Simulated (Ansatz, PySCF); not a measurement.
System: ClF, charge 0, singlet. ClF (SMILES FCl).
B3LYP-D3(BJ)/def2-TZVP minimum from Ansatz (an electronic-structure program):
```xyz
2

F      0.0000     0.0000    -1.0729
Cl     0.0000     0.0000     0.5680
```

Quantity: enthalpy of formation at 298 K (by atomisation, with ideal-gas terms from PySCF's Hessian at B3LYP-D3(BJ)/def2-TZVP and the atoms' measured values of the G2/97 table; no spin-orbit terms), in kcal/mol. Radicals and triplets start from unrestricted determinants; spin-orbit coupling is neglected. CBS(X,Y): correlation extrapolated as X^-3, Hartree-Fock from the larger set (Q,5: extrapolated as (X+1)exp(-9√X)). A bracket is a step between two methods taken in the basis named. The functionals are non-relativistic, so their misses hold any scalar relativity. '+ core + X2C': CCSD(T) terms for core correlation (cc-pwCVTZ, 1s frozen past Ne) and scalar relativity (cc-pVTZ-DK).

Measured: -13.3 kcal/mol, -55.7 kJ/mol (Active Thermochemical Tables 1.112 (ions: stationary electron), as tabulated in the package chemicals); atomic spin-orbit terms, which the calculations lack, would raise the computed values.

**Question.** What does PBE/def2-TZVPD (Ansatz) give here, and how do the other levels compare?

**Answer.** PBE gives -23.7 kcal/mol, 10.4 kcal/mol below it. Errors of the others: r2SCAN/def2-TZVPD (Ansatz) -0.5; B3LYP/def2-TZVPD (Ansatz) 1.2; wB97M-V/def2-TZVPD (Ansatz) -1.7; CCSD(T)/CBS(cc-pV(Q+d)Z,cc-pV(5+d)Z) + core + X2C (Ansatz) -1.2; CCSD(T)/CBS(cc-pV(Q+d)Z,cc-pV(5+d)Z) + [CCSDT(Q) - CCSD(T)]/cc-pV(Q+d)Z + [CCSDTQ - CCSDT(Q)]/cc-pV(D+d)Z + core + X2C (Ansatz) -1.4 kcal/mol. Nearer than PBE: r2SCAN/def2-TZVPD, B3LYP/def2-TZVPD, wB97M-V/def2-TZVPD, CCSD(T)/CBS(cc-pV(Q+d)Z,cc-pV(5+d)Z) + core + X2C, CCSD(T)/CBS(cc-pV(Q+d)Z,cc-pV(5+d)Z) + [CCSDT(Q) - CCSD(T)]/cc-pV(Q+d)Z + [CCSDTQ - CCSDT(Q)]/cc-pV(D+d)Z + core + X2C.
